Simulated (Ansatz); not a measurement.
Coupled-cluster run, C2H2FNS, SMILES `FC1(S)C=N1`.

```yaml
crystal:
  periodic: [false, false, false]
  atoms:
    - {symbol: F, position_ang: [-0.920461, -1.323929, 0.173830]}
    - {symbol: C, position_ang: [-0.150031, -0.203723, 0.075852]}
    - {symbol: S, position_ang: [0.372932, 0.406454, 1.652142]}
    - {symbol: C, position_ang: [-0.273793, 0.595721, -1.092413]}
    - {symbol: N, position_ang: [0.718502, -0.178194, -1.112349]}
    - {symbol: H, position_ang: [1.081978, -0.688164, 1.979885]}
    - {symbol: H, position_ang: [-0.768027, 1.323737, -1.722645]}
basis:
  gaussian: {orbitals: def2-TZVPP}
correlation: {method: ccsd_t}
output: {orbitals: {seedname: orbitals}}
```

```sh
$ ansatz run in.yaml --threads 4 --pin off --events-out ev --progress --plain
```

Log, shortened:

```
Functional definition: HF
1193 factors; integrals over basis functions are off by at most 9.9e-4 eV
mean field evaluation 1: about -17094.6682 eV, gradient 3.4e1 eV
mean field evaluation 2: about -17094.9865 eV, gradient 3.4e1 eV
mean field evaluation 4: about -17097.7566 eV, gradient 4.3e0 eV
mean field evaluation 8: about -17097.8321 eV, gradient 4.1e-1 eV
mean field evaluation 16: about -17097.8331 eV, gradient 1.9e-6 eV
mean field -17097.83309080 eV, -628.3337767593 hartree, gradient 1.9e-6 eV, S^2 0.000000; 0 other end points of the search recorded, 0 dependent functions left out
9 core orbitals not correlated: weight in the atoms' cores, before any rotation towards them, 1.000 or more for the frozen orbitals, at most 0.000 for the correlated occupied ones
reference -17097.83309080 eV, -628.3337767593 hartree; 14, 14 occupied and 171, 171 virtual orbitals, 1193 factors
second order -25.26528203 eV of doubles, -0.00000000 eV of singles
cycle   1  -25.05147414 eV  change    2.1e-1 eV  update   1.1e-1
cycle   2  -25.71510808 eV  change   -6.6e-1 eV  update   3.5e-2
cycle   3  -25.85676893 eV  change   -1.4e-1 eV  update   1.6e-2
cycle   4  -25.84493811 eV  change    1.2e-2 eV  update   4.1e-3
cycle   5  -25.84462289 eV  change    3.2e-4 eV  update   1.9e-3
cycle   6  -25.84616056 eV  change   -1.5e-3 eV  update   5.6e-4
cycle   7  -25.84596108 eV  change    2.0e-4 eV  update   2.6e-4
cycle   8  -25.84582888 eV  change    1.3e-4 eV  update   1.1e-4
cycle   9  -25.84585799 eV  change   -2.9e-5 eV  update   5.4e-5
cycle  10  -25.84585019 eV  change    7.8e-6 eV  update   2.3e-5
perturbative correction -1.19208167 eV, -0.0438081934 hartree
Total energy: -17124.87102265 eV, -629.3274024281 hartree
```

Hardware: 4 threads of a server CPU on a shared host. Wall time 78 s, peak host memory 2.3 GiB.

The correlation energy is -27.038 eV, 4.4 % of it from (T); the T1 diagnostic reads 0.0123.
